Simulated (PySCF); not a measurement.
**EPR parameters of C2H5O**

Compound: C2H5O (doublet state).
Numbering: `[CH3:1][CH:2][OH:3]` (hydrogens: H4, H5, H6 on C1; H7 on C2; H8 on O3)

Structure used (PBE0-D3(BJ)/def2-SVP), in Å, numbered top down from 1:
```xyz
8
C2H5O angstrom
C     -0.7750   -0.1884    0.0954
C      0.5537    0.4164    0.3569
O      1.5858    0.1603   -0.4898
H     -1.4716    0.0294    0.9178
H     -1.2432    0.1806   -0.8420
H     -0.7121   -1.2892    0.0059
H      0.6399    1.4054    0.8154
H      1.4407   -0.6957   -0.9087
```

The hyperfine couplings belong to this conformer and change with its torsions.

Level of theory: UKS B3LYP, IGLO-III on C O, pcH-1 on H, non-relativistic, mean-field spin-orbit, GIAO (PySCF 2.14.0). One conformer (not necessarily the lowest) at the PBE0-D3(BJ)/def2-SVP geometry, without solvent, vibrations or thermal averaging. No stability test was run, so a lower SCF solution isn't excluded.

```json
{
 "g1, g2, g3": "2.00211, 2.00310, 2.00413",
 "g_iso": "2.00312",
 "Form of g": "rhombic: the two nearest values differ by 49 % of g3 − g1",
 "⟨S²⟩": "0.7537 (exact 0.7500)",
 "α and β electrons": "13, 12",
 "HOMO–LUMO gap, α and β orbitals": "5.21, 8.39 eV",
 "Total energy": "-154.45302 Eh"
}
```

Hyperfine couplings atom by atom, in MHz; T1 to T3 are the principal values of the dipolar part:

```csv
atom,isotope,a_iso,T1,T2,T3,Mulliken spin population
C1,13C,-13.2,-2.6,-2.0,4.5,-0.08
C2,13C,160.5,-74.7,-73.1,147.8,0.93
O3,17O,-17.5,-59.1,28.6,30.5,0.10
H4,1H,8.3,-5.6,-4.1,9.7,0.00
H5,1H,131.5,-4.1,-2.9,7.0,0.07
H6,1H,53.9,-5.2,-4.4,9.6,0.02
H7,1H,-39.7,-34.1,-1.9,36.1,-0.04
H8,1H,-7.8,-12.8,-8.4,21.2,-0.01
```

Largest spin populations (Mulliken): C2 (+0.93), O3 (+0.10), C1 (-0.08) and H5 (+0.07). No atom but C2 exceeds +0.15. The positive populations add up to 1.13 and the negative ones to -0.13, together 2S = 1. The angles at C2 add up to 352.3°, so it is slightly pyramidal.

Axes: g3 points within 9° of the C2–H7 bond.

Under fast tumbling the dipolar parts average out, and these isotropic splittings remain: 3 × 1H (H4/H5/H6, I = 1/2, 4 lines) with 2.30 mT, 1 × 1H (H7, I = 1/2, 2 lines) with 1.42 mT and 1 × 1H (H8, I = 1/2, 2 lines) with 0.28 mT.

Class means assume fast exchange of nuclei equivalent by connectivity; if that motion is slow, each nucleus keeps its own coupling. The three 1H nuclei of mean +64.6 MHz run from 8.3 to 131.5 MHz in the frozen geometry.

The 13C coupling of C2 (160.5 MHz) shows only in satellite lines or after enrichment, since that isotope makes up about 1.07 % of natural carbon.

The 17O coupling of O3 (-17.5 MHz) shows only in satellite lines or after enrichment, since that isotope makes up about 0.038 % of natural oxygen.

Examples of negative spin density at the nucleus (bohr⁻³): C1 (-0.0117), H7 (-0.0089) and H8 (-0.0017).
